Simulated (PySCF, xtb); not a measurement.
acetylene (C2H2), SMILES C#C.

GFN2-xTB (xtb) at its own geometry gives an orbital gap of 7.29 eV and a dipole moment of 0.00 D.

The structure is a stationary point at ωB97X-D3(BJ)/def2-TZVPD.

**Question.** What does HF/def2-TZVPD in PySCF give? (Estimate from the structure and the level; the computed values follow.)

**Answer.** gap 13.22 eV (levels -11.22 and 2.01 eV), dipole 0.00 D.
